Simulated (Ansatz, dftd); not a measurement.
Reaction: H4BPO2 (phosphanylboronic acid, SMILES OB(O)P) → H3BPO (SMILES O[B]P, doublet) + HO (SMILES [OH], doublet) (the B-O bond breaks)
Each species at its own B3LYP-D3(BJ)/def2-TZVP minimum (Ansatz, a first-principles code), one conformer.

Quantity: bond dissociation energy (electronic), in kcal/mol. Radicals and triplets start from unrestricted determinants; spin-orbit coupling is neglected. Cores are frozen in correlated methods. Rows without X2C or -DK are non-relativistic. CBS(X,Y): correlation extrapolated as X^-3, Hartree-Fock from the larger set. A bracket is a step between two methods taken in the basis named. Functionals run without relativity, which enters their misses. Double hybrids freeze cores in their MP2 part. '+ core + X2C': CCSD(T) terms for core correlation (cc-pwCVTZ, 1s frozen past Ne) and scalar relativity (cc-pVTZ-DK).

Compared with CCSD(T)/CBS(cc-pV(T+d)Z,cc-pV(Q+d)Z) + [CCSDT(Q) - CCSD(T)]/cc-pV(D+d)Z + core + X2C (Ansatz): 147.0 kcal/mol.

Costs are rough ratios of core time, to one figure, on one kind of shared machine, summed over the single points of the molecules; atoms, geometries and frequencies are left out. The first row took roughly 20 core seconds; short runs hold start-up time.

| level | program | cost relative to the first row | difference (kcal/mol) |
|---|---|---|---|
| B3LYP-D3(BJ)/def2-TZVPD | Ansatz + dftd3 | 1 | -6.5 |
| CAM-B3LYP-D3(BJ)/def2-TZVPD | Ansatz + dftd3 | 1 | -3.7 |
| r2SCANh-D4/def2-TZVPD | Ansatz + dftd4 | 1 | -8.4 |
| CCSD(T)/cc-pV(D+d)Z | Ansatz | 1 | -7.5 |
| B2PLYP/def2-TZVPD | Ansatz | 1 | -4.5 |
| wB97M-V/def2-TZVPD | Ansatz | 2 | -0.9 |

The dearest row costs roughly 2 times the first. Costs within a factor of two don't rank. The table holds for this case alone.
